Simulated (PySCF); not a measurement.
PySCF input (HF/def2-SVP):

```python
import numpy as np, basis_set_exchange as bse
from pyscf import gto, scf, dft, df

basis = {'C': gto.basis.parse(bse.get_basis('def2-SVP', elements=['C'], fmt='nwchem')), 'Cl': gto.basis.parse(bse.get_basis('def2-SVP', elements=['Cl'], fmt='nwchem')), 'H': gto.basis.parse(bse.get_basis('def2-SVP', elements=['H'], fmt='nwchem'))}
mol = gto.M(
    atom='''
    C     0.01324194    0.81758858   -0.01276392
    C     1.51567282    0.64569034   -0.01856739
    Cl   -0.83444090   -0.78203684    0.01684244
    H    -0.33330320    1.35547911    0.86643399
    H    -0.34328722    1.32799722   -0.90426753
    H     1.99427262    1.62844639   -0.03651866
    H     1.85214717    0.11523649    0.87210240
    H     1.84217733    0.08779363   -0.89608378
    ''',
    basis=basis,
    charge=0,
    verbose=4,
    max_memory=8640,
)
mf = scf.RHF(mol)
mf = mf.density_fit(auxbasis='def2-universal-jkfit')
mf.conv_tol = 1e-9
mf.max_cycle = 100
print('smallest overlap eigenvalue', np.linalg.eigvalsh(mol.intor('int1e_ovlp'))[0])
mf.kernel()
dip = mf.dip_moment()
```

Output:

```
PySCF version 2.14.0

[INPUT] verbose = 4
[INPUT] num. atoms = 8
[INPUT] num. electrons = 34
[INPUT] charge = 0
[INPUT] spin (= nelec alpha-beta = 2S) = 0
[INPUT] symmetry False subgroup None
[INPUT] Mole.unit = angstrom
[INPUT] Symbol           X                Y                Z      unit          X                Y                Z       unit  Magmom
[INPUT]  1 C      0.013241940000   0.817588580000  -0.012763920000 AA    0.025023639958   1.545018498772  -0.024120313076 Bohr   0.0
[INPUT]  2 C      1.515672820000   0.645690340000  -0.018567390000 AA    2.864206524247   1.220177903877  -0.035087281948 Bohr   0.0
[INPUT]  3 Cl    -0.834440900000  -0.782036840000   0.016842440000 AA   -1.576864768136  -1.477835446920   0.031827598869 Bohr   0.0
[INPUT]  4 H     -0.333303200000   1.355479110000   0.866433990000 AA   -0.629851764441   2.561484285469   1.637322946114 Bohr   0.0
[INPUT]  5 H     -0.343287220000   1.327997220000  -0.904267530000 AA   -0.648718827863   2.509551039984  -1.708817975037 Bohr   0.0
[INPUT]  6 H      1.994272620000   1.628446390000  -0.036518660000 AA    3.768629069519   3.077317685637  -0.069010265836 Bohr   0.0
[INPUT]  7 H      1.852147170000   0.115236490000   0.872102400000 AA    3.500050893688   0.217765405656   1.648034688576 Bohr   0.0
[INPUT]  8 H      1.842177330000   0.087793630000  -0.896083780000 AA    3.481210626583   0.165905916181  -1.693352928865 Bohr   0.0

nuclear repulsion = 102.485997964488
number of shells = 35
number of NR pGTOs = 119
number of NR cGTOs = 71
basis = {'C': [[0, [1238.4016938, 0.0054568832082], [186.29004992, 0.040638409211], [42.251176346, 0.18025593888], [11.676557932, 0.46315121755], [3.5930506482, 0.44087173314]], [0, [0.40245147363, 1.0]], [0, [0.13090182668, 1.0]], [1, [9.4680970621, 0.038387871728], [2.0103545142, 0.21117025112], [0.54771004707, 0.51328172114]], [1, [0.15268613795, 1.0]], [2, [0.8, 1.0]]], 'Cl': [[0, [10449.827566, 0.0019708362484], [1571.7365221, 0.014754727977], [357.12065523, 0.066679112875], [100.25185935, 0.17228924084], [30.812727554, 0.158837861]], [0, [51.923789434, -0.10009298909], [5.7045760975, 0.60841752753], [2.3508376809, 0.54352153355]], [0, [0.44605124672, 1.0]], [0, [0.1684885619, 1.0]], [1, [307.66790569, -0.0087801484118], [72.102015515, -0.063563355471], [22.532680262, -0.24016428276], [7.8991765444, -0.47798866557], [2.8767268321, -0.38515850005]], [1, [0.77459363955, 1.0]], [1, [0.21037699698, 1.0]], [2, [0.65, 1.0]]], 'H': [[0, [13.010701, 0.019682158], [1.9622572, 0.13796524], [0.44453796, 0.47831935]], [0, [0.12194962, 1.0]], [1, [0.8, 1.0]]]}
ecp = {}
smallest overlap eigenvalue 0.0038441867871428287

******** <class 'pyscf.df.df_jk.DFRHF'> ********
method = DFRHF
initial guess = minao
damping factor = 0
level_shift factor = 0
DIIS = <class 'pyscf.scf.diis.CDIIS'>
diis_start_cycle = 1
diis_space = 8
diis_damp = 0
SCF conv_tol = 1e-09
SCF conv_tol_grad = None
SCF max_cycles = 100
direct_scf = False
Set gradient conv threshold to 3.16228e-05
Initial guess from minao.
******** <class 'pyscf.df.df.DF'> ********
auxbasis = def2-universal-jkfit
init E= -538.129710015769
  HOMO = -0.354359672588698  LUMO = 0.09009911377664  gap/eV = 12.09434
cycle= 1 E= -537.894009864742  delta_E= 0.236  |g|= 0.39  |ddm|= 2.44
  HOMO = -0.404392685504502  LUMO = 0.143605041732625  gap/eV = 14.91178
cycle= 2 E= -537.935261639442  delta_E= -0.0413  |g|=  0.2  |ddm|= 0.584
  HOMO = -0.42134620316672  LUMO = 0.167410086065892  gap/eV = 16.02087
cycle= 3 E= -537.945263997148  delta_E= -0.01  |g|= 0.0354  |ddm|= 0.222
  HOMO = -0.425077249981014  LUMO = 0.169270580772574  gap/eV = 16.17303
cycle= 4 E= -537.945835030381  delta_E= -0.000571  |g|= 0.0052  |ddm|= 0.0637
  HOMO = -0.42376409245673  LUMO = 0.169272961363045  gap/eV = 16.13736
cycle= 5 E= -537.945850254292  delta_E= -1.52e-05  |g|= 0.00176  |ddm|= 0.0124
  HOMO = -0.424398205441343  LUMO = 0.169300716402504  gap/eV = 16.15537
cycle= 6 E= -537.94585233268  delta_E= -2.08e-06  |g|= 0.000514  |ddm|= 0.00565
  HOMO = -0.424444136734804  LUMO = 0.169354238883817  gap/eV = 16.15808
cycle= 7 E= -537.945852529166  delta_E= -1.96e-07  |g|= 0.000111  |ddm|= 0.00163
  HOMO = -0.424478364649627  LUMO = 0.169360771840129  gap/eV = 16.15919
cycle= 8 E= -537.945852538116  delta_E= -8.95e-09  |g|= 1.91e-05  |ddm|= 0.000332
  HOMO = -0.424478315600713  LUMO = 0.169360421210227  gap/eV = 16.15918
cycle= 9 E= -537.945852538302  delta_E= -1.85e-10  |g|= 5.52e-06  |ddm|= 4.23e-05
  HOMO = -0.424478566051247  LUMO = 0.169360750026855  gap/eV = 16.15919
Extra cycle  E= -537.945852538314  delta_E= -1.23e-11  |g|= 2.11e-06  |ddm|= 1.19e-05
converged SCF energy = -537.945852538314
Dipole moment(X, Y, Z, Debye):  1.21056,  1.94579, -0.03703
```
